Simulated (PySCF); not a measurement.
## PO under electron impact: the energy ladder

PBE0 in PySCF with def2-TZVP on every atom, for the lowest determinant that a PBE0 search found; no spin–orbit coupling.

```csv
species,state (unpaired electrons),Re (Å),ωe (cm⁻¹),energy of the minimum from the neutral (eV),De (eV),dissociates to
PO,doublet (π ↑),1.474,1288,0.00,5.99,P + O
PO⁺,singlet (closed shell),1.420,1484,8.55,7.97,P⁺ + O
```

Work out the lowest energy to break PO into atoms, from its vibrational ground state.

D0 = De − ωe/2 = 5.99 − 0.08 = 5.91 eV (PBE0/def2-TZVP).

Work out the ionisation energy of the P atom at this level and the threshold of dissociative ionisation.

IE(P) = 8.55 + 7.97 − 5.99 = 10.53 eV, so P⁺ + O + e⁻ appears at D0 + IE(P) = 16.44 eV (PBE0/def2-TZVP). The measured IE(P) is 10.487 eV (NIST ASD).

These are thermodynamic thresholds; the onsets seen under electron impact lie higher where the geometry changes, and cross-sections peak well above them.

For an ion De counts to the pair picked by the measured ionisation energies or electron affinities, which need not be the lowest pair at this level. States were picked by a PBE0 search and need not be the measured ground states.
